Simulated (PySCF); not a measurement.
Several molecules and their computed UV-vis stick spectra, shuffled. Level of theory: PySCF 2.14.0, density-fitted response routines, TDDFT CAM-B3LYP/def2-SVPD, vertical, gas phase, core orbitals frozen in the response. Geometries: PBE0-D3(BJ)/def2-SVP; one conformer of each isolated species. Triplets are in the Tamm–Dancoff approximation. Atoms past krypton carry core potentials; spin–orbit coupling is left out.

A. `[C-]#[N+]C1CC1`
B. `C[N](C)[Zr]([Cl])([Cl])[Cl]`
C. `CN=[PH3]`
D. `[In]([CH2]CC)([CH2]C)[CH2]C`
E. `BP[SiH2]C(C)(C)C`

Lowest singlet levels (six at most, fewer where fewer were computed) with oscillator strengths:

1. 4.06 eV (f 0.003); 4.76 eV (f 0.024); 4.87 eV (f 0.001); 5.76 eV (f 0.001); 5.88 eV (f 0.184); 6.07 eV (f 0.023); T1 3.93 eV
2. 4.84 eV (f 0.103); 5.68 eV (f 0.093); 6.17 eV (f 0.013); 6.27 eV (f 0.012); 6.69 eV (f 0.065); 6.79 eV (f 0.087); T1 3.51 eV
3. 7.21 eV (f 0.001); 7.76 eV (f 0.058); 8.02 eV (f 0.054); 8.06 eV (f 0.002); 8.14 eV (f 0.071); 8.25 eV (f 0.000); T1 5.75 eV
4. 4.24 eV (f 0.001); 4.35 eV (f 0.000); 5.52 eV (f 0.089); 5.60 eV (f 0.133); 6.62 eV (f 0.006); 6.66 eV (f 0.015); T1 4.00 eV
5. 5.08 eV (f 0.004); 5.60 eV (f 0.026); 5.95 eV (f 0.010); 6.13 eV (f 0.000); 6.38 eV (f 0.018); 6.93 eV (f 0.074)

**Question.** Which spectrum belongs to which structure?

**Answer.** 1 = B, 2 = E, 3 = A, 4 = D, 5 = C.
- A: S1 at 7.21 eV, HOMO→LUMO (52%), HOMO→LUMO+4 (22%), HOMO→LUMO+1 (13%); Löwdin shares by element: HOMO carbon 53% or more, nitrogen 25% (atoms not listed hold the other 22%); LUMO carbon 39% or more, hydrogen 17% or more (atoms not listed hold the other 44%); HOMO -9.84 and LUMO 1.16 eV; point group Cs, 1 of its 6 listed states under f = 0.0005.
- B: S1 at 4.06 eV, HOMO→LUMO (95%); for S1 the Löwdin share of zirconium is 9% in HOMO and 70% in LUMO (ligand-to-metal charge transfer by this measure); HOMO -8.80 and LUMO -1.02 eV.
- C: S1 at 5.08 eV, HOMO→LUMO+1 (82%), HOMO→LUMO (14%); Löwdin shares by element: HOMO nitrogen 54%, phosphorus 17%, carbon 11%, hydrogen 4% or more; LUMO hydrogen 44% or more, phosphorus 38% (atoms not listed hold the other 18%); HOMO -7.58 and LUMO 1.04 eV.
- D: S1 at 4.24 eV, HOMO→LUMO (97%); Löwdin shares by element: HOMO carbon 56% or more, indium 18% (atoms not listed hold the other 26%); LUMO indium 59%, carbon 21% or more (atoms not listed hold the other 20%); HOMO -7.72 and LUMO -0.14 eV.
- E: S1 at 4.84 eV, HOMO→LUMO (90%); Löwdin shares by element: HOMO phosphorus 56%, boron 17%, silicon 9%, hydrogen 5% or more; LUMO boron 46%, phosphorus 23%, hydrogen 17% or more; HOMO -8.39 and LUMO -0.52 eV.
